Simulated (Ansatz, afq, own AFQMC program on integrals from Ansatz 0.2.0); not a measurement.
Integrals from Ansatz 0.2.0, then the random walk in our own AFQMC program (afq).

```yaml
crystal:
  periodic: [false, false, false]
  atoms:
    - {symbol: Al, position_ang: [0.000000, 0.000000, 0.704959]}
    - {symbol: C, position_ang: [0.000000, 0.000000, -1.265754]}
    - {symbol: H, position_ang: [0.000000, -0.896128, -1.894102]}
    - {symbol: H, position_ang: [0.000000, 0.896128, -1.894102]}
basis:
  gaussian: {orbitals: cc-pVDZ}
magnetization: {spin_polarized: false, initial_magnetization: 1}
correlation: {method: ccsd_t, electrons: outside_noble_gas, hamiltonian_folder: ham}
```

```sh
$ ansatz run in.yaml --threads 1 --pin off --events-out ev --progress --plain --max-ram 1382MiB
```

afq runs on the folder ham with

```
--method phaseless --trial hf --walkers 120 --populations 1 --least-time 40 --time-step 0.005 --steps-per-block 20 --equilibration-blocks 112 --max-blocks 600 --target-error 0.00108 --factor-cut 1e-05 --start spin_pure --seed 6627 --taylor-order 6
```

Times are imaginary, in 1/Eh. The walk had a cap of 1011 s.

Output of the walk:

```
orbitals 36  electrons 5 4  factors 274 of 401
reference energy -280.87865824 Eh
CCSD correlation -0.19854851 Eh in 11 cycles, weight of the determinant in the CISD state 0.8769
energy of the start -280.878659 Eh
 block  time / (1/Eh)  mean weight  energy / Eh
     1     0.100  1.0012  -280.916236
     2     0.200  1.0009  -280.950019
     3     0.300  1.0025  -280.978178
     4     0.400  0.9987  -280.988959
     5     0.500  1.0005  -280.998605
     8     0.800  0.9997  -281.020521
    18     1.800  0.9998  -281.065039
    69     6.900  1.0026  -281.083610
   120    12.000  1.0000  -281.087355
   171    17.100  0.9976  -281.061049
   222    22.200  0.9986  -281.075474
   273    27.300  0.9993  -281.085269
   324    32.400  1.0013  -281.098952
   375    37.500  0.9994  -281.073678
   426    42.600  1.0006  -281.080938
   460    46.000  1.0023  -281.128567
   477    47.700  1.0001  -281.091073
   528    52.800  0.9996  -281.099801
   579    57.900  0.9976  -281.101650
   630    63.000  1.0004  -281.063046
   681    68.100  1.0001  -281.077667
   698    69.800  1.0010  -281.086881
blocks merged  error / Eh  count
     1  0.000755  600
     2  0.001019  300
     4  0.001343  150
     8  0.001708  75
    16  0.002109  37
    32  0.002506  18
    64  0.002236  9
energy -281.088030 +/- 0.002506 Eh
(rows thinned)
```

The run passed its tests (sampling time, drift between the halves within three errors, error under three times the target), which doesn't prove that it has relaxed.

Against this walk (error 68.2 meV) on the same determinant: CCSD(T) 160.2 meV higher, CCSDT(Q) 128.9 meV higher (within the noise), a separate phaseless walk with a CISD trial and standard settings 147.2 ± 68.9 meV higher. The error is statistical and leaves out the bias of the constraint.

Cautions: constraint bias not in the error; error above the target (68.2 against 29.4 meV).

The walk took 4.3 min on 1 thread of Intel(R) Xeon(R) Platinum 8259CL CPU @ 2.50GHz (Skylake/Cascade Lake), with other jobs on the host. The log's last line is the phaseless energy.

CCSDT and higher add their correlation energy to the determinant of the CCSD(T) run, since their own runs factorise the integrals more tightly (a shift of under 2 meV). A walk keeps the symmetry of its determinant, which the program's search chose and which needn't be the lowest solution, so a lower state of the same spin and another symmetry isn't excluded.
